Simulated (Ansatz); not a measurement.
## A relaxation, step by step

CH₅AlO, closed shell, PBE0-D4/def2-TZVP (Ansatz 0.2.0). Settings:

```yaml
hamiltonian: {xc: pbe0, dispersion: d4}
relax: {f_tol: 0.005, max_steps: 200}
```

Start, a step off a saddle point along its unstable mode:

```json
{"atom": "Al1", "x (Å)": "-0.9918", "y (Å)": "0.6568", "z (Å)": "0.1008"}
{"atom": "C2", "x (Å)": "0.8159", "y (Å)": "0.0023", "z (Å)": "-0.3498"}
{"atom": "H3", "x (Å)": "-0.2557", "y (Å)": "1.7669", "z (Å)": "-0.7579"}
{"atom": "O4", "x (Å)": "-1.7789", "y (Å)": "-0.5698", "z (Å)": "1.0492"}
{"atom": "H5", "x (Å)": "1.2399", "y (Å)": "-0.1694", "z (Å)": "0.6435"}
{"atom": "H6", "x (Å)": "0.5802", "y (Å)": "-0.9215", "z (Å)": "-0.8902"}
{"atom": "H7", "x (Å)": "1.5748", "y (Å)": "0.5642", "z (Å)": "-0.9531"}
{"atom": "H8", "x (Å)": "-1.1845", "y (Å)": "-1.3295", "z (Å)": "1.1575"}
```

```csv
step,energy less the last (meV),largest force component (eV/Å)
1,2473.3,2.049
2,1606.5,1.923
3,919.1,1.465
4,509.5,1.032
5,197.3,0.571
6,48.6,0.322
7,9.9,0.255
8,1.0,0.118
9,0.3,0.084
10,0.0,0.008
11,0.0,0.006
12,0.0,0.000
```

Step 3, positions (Å) and forces (eV/Å):

| atom | x | y | z | Fx | Fy | Fz |
| --- | --- | --- | --- | --- | --- | --- |
| Al1 | -0.827 | 0.611 | 0.055 | 0.403 | 0.308 | -0.320 |
| C2 | 0.875 | -0.101 | -0.326 | 0.546 | -0.345 | -0.063 |
| H3 | -0.568 | 2.000 | -0.739 | -1.465 | 0.266 | 0.499 |
| O4 | -1.776 | -0.483 | 1.003 | 0.120 | 0.475 | -0.292 |
| H5 | 1.339 | -0.281 | 0.644 | 0.446 | -0.468 | -0.042 |
| H6 | 0.687 | -1.024 | -0.873 | 0.495 | -0.417 | 0.069 |
| H7 | 1.517 | 0.556 | -0.924 | -0.178 | -0.134 | 0.143 |
| H8 | -1.247 | -1.279 | 1.161 | -0.365 | 0.316 | 0.007 |

Step 5, positions (Å) and forces (eV/Å):

```json
{"atom": "Al1", "x": "-0.749", "y": "0.626", "z": "0.013", "Fx": "0.021", "Fy": "0.116", "Fz": "-0.054"}
{"atom": "C2", "x": "0.957", "y": "-0.154", "z": "-0.335", "Fx": "0.257", "Fy": "-0.166", "Fz": "-0.030"}
{"atom": "H3", "x": "-0.937", "y": "2.062", "z": "-0.612", "Fx": "-0.571", "Fy": "0.107", "Fz": "0.190"}
{"atom": "O4", "x": "-1.789", "y": "-0.364", "z": "0.950", "Fx": "0.152", "Fy": "0.083", "Fz": "-0.113"}
{"atom": "H5", "x": "1.445", "y": "-0.371", "z": "0.618", "Fx": "0.208", "Fy": "-0.146", "Fz": "-0.014"}
{"atom": "H6", "x": "0.808", "y": "-1.095", "z": "-0.868", "Fx": "0.209", "Fy": "-0.153", "Fz": "-0.022"}
{"atom": "H7", "x": "1.608", "y": "0.490", "z": "-0.928", "Fx": "0.057", "Fy": "-0.033", "Fz": "-0.009"}
{"atom": "H8", "x": "-1.343", "y": "-1.194", "z": "1.163", "Fx": "-0.332", "Fy": "0.193", "Fz": "0.051"}
```

Step 8, positions (Å) and forces (eV/Å):

```json
{"atom": "Al1", "x": "-0.679", "y": "0.593", "z": "0.000", "Fx": "-0.011", "Fy": "-0.118", "Fz": "0.061"}
{"atom": "C2", "x": "1.070", "y": "-0.178", "z": "-0.372", "Fx": "-0.031", "Fy": "0.031", "Fz": "-0.001"}
{"atom": "H3", "x": "-1.160", "y": "2.011", "z": "-0.495", "Fx": "-0.024", "Fy": "0.049", "Fz": "-0.013"}
{"atom": "O4", "x": "-1.825", "y": "-0.266", "z": "0.917", "Fx": "-0.018", "Fy": "-0.041", "Fz": "0.028"}
{"atom": "H5", "x": "1.610", "y": "-0.404", "z": "0.553", "Fx": "0.012", "Fy": "-0.010", "Fz": "-0.001"}
{"atom": "H6", "x": "0.979", "y": "-1.118", "z": "-0.926", "Fx": "0.013", "Fy": "-0.010", "Fz": "0.000"}
{"atom": "H7", "x": "1.689", "y": "0.499", "z": "-0.964", "Fx": "0.048", "Fy": "0.003", "Fz": "-0.022"}
{"atom": "H8", "x": "-1.685", "y": "-1.138", "z": "1.287", "Fx": "0.011", "Fy": "0.097", "Fz": "-0.052"}
```

Last step (12):

```
8
angstrom
Al -0.6819 0.5882 0.0030
C 1.0709 -0.1770 -0.3733
H -1.1645 2.0101 -0.4919
O -1.8334 -0.2628 0.9190
H 1.6129 -0.4055 0.5503
H 0.9842 -1.1180 -0.9265
H 1.6950 0.4978 -0.9649
H -1.6834 -1.1328 1.2844
```

The run took about 25 s on 2 CPU threads of an Arm Neoverse V1 (shared host).
